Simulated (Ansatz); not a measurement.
## Worked example: correlation energy of PH⁺, quartet

Geometry: that of the PH, triplet, kept fixed. The doublet lies 1.6 eV lower here.

```xyz
2

P     0.0000    0.0000    0.0000
H     0.0000    0.0000    1.4282
```

Basis cc-pVTZ; Ansatz 0.2.0. Only valence electrons are correlated (noble-gas cores frozen), which leaves 5 electrons in 43 orbitals. Prefix R: restricted or restricted open-shell reference; prefix U: unrestricted.

Full CI is exact within this basis and frozen core; it isn't the basis-set limit. The frozen core follows each run's orbitals, which can shift R against U totals by a few meV.

Runs differ by some tens of microhartree through their thresholds and, for an open shell, their frozen cores, so steps under 0.1 kcal/mol mean nothing.

```json
{"level": "UHF", "total energy (hartree)": "-340.905544"}
{"level": "UMP2", "total energy (hartree)": "-340.978397"}
{"level": "UCCSD", "total energy (hartree)": "-340.998178"}
{"level": "UCCSD(T)", "total energy (hartree)": "-341.001431"}
{"level": "UCCSDT", "total energy (hartree)": "-341.002235"}
{"level": "UCCSDT(Q)", "total energy (hartree)": "-341.002312"}
{"level": "full CI", "total energy (hartree)": "-341.002231"}
```

Problem. What is the correlation energy at full CI, and what share of it do UMP2 and UCCSD recover?

Solution. E(corr) = -341.002231 − (-340.905544) = -0.096687 hartree = -2.631 eV. UMP2: -0.072853 / -0.096687 = 75.35 %. UCCSD: -0.092634 / -0.096687 = 95.81 %.

Problem. By how many kcal/mol does UCCSD(T) miss full CI (1 hartree = 627.509 kcal/mol), and which steps make up the rest?

Solution. -341.001431 − (-341.002231) = 0.000800 hartree = 0.50 kcal/mol. Steps: UCCSDT − UCCSD(T) = -0.50, UCCSDT(Q) − UCCSDT = -0.05, full CI − UCCSDT(Q) = 0.05 kcal/mol. That is within 1 kcal/mol of the reference in this basis, which itself misses far more of the correlation at the basis-set limit.
